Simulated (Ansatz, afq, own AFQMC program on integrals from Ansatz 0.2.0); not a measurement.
BeLi⁻, singlet in aug-cc-pVDZ, levels against full CI

```xyz
2

Li    0.0000    0.0000    0.0000
Be    0.0000    0.0000    7.8580
```

Basis aug-cc-pVDZ. Only valence electrons are correlated. Ansatz 0.2.0 and our own AFQMC program on the same integrals; the CISD trial comes from CCSD amplitudes, and released means the phaseless constraint is let go. ± is one standard error of the sampling.

Determinant: RHF, the one that the program's search chose, which needn't be the lowest solution. The geometry is a point of a scan.

Full CI on the same integrals is exact in this basis and with this determinant's frozen core.

Cautions: restricted determinant unstable towards unrestricted (UHF 96 meV lower, ⟨S²⟩ 0.68); strong correlation (T1 0.034, weight of the determinant 0.80, largest double 0.16).

* T1 diagnostic: 0.0342
* weight of the determinant in the CISD state: 0.798
* size of the correlated space: 4 electrons in 44 orbitals

Reference: full CI, correlation energy -1.947 eV. The released energy is read at 2.40 1/Eh (meV from the phaseless value at times in 1/Eh: -21 ± 8 at 0.24, -17 ± 6 at 0.51, -20 ± 7 at 0.99, -31 ± 10 at 1.62, -18 ± 11 at 2.40).

```tsv
level	E − E(reference) (kJ/mol)	share of correlation (%)
HF	187.9	0.00
MP2	77.4	58.82
CCSD	0.4	99.81
CCSD(T)	0.1	99.94
CCSDT	0.0	99.99
CCSDT(Q)	0.0	100.00
ph-AFQMC/HF	6.0 ± 3.6	96.79
ph-AFQMC/CISD	2.4 ± 0.5	98.73
released AFQMC	0.6 ± 1.1	99.68
```

CCSDT and higher add their correlation energy to the determinant of the CCSD(T) run, since their own runs factorise the integrals more tightly (a shift of under 2 meV). A walk keeps the symmetry of its determinant, which the program's search chose and which needn't be the lowest solution, so a lower state of the same spin and another symmetry isn't excluded. Released energies are given only where the last usable release times agree within the noise; a slower fall can still hide under it.
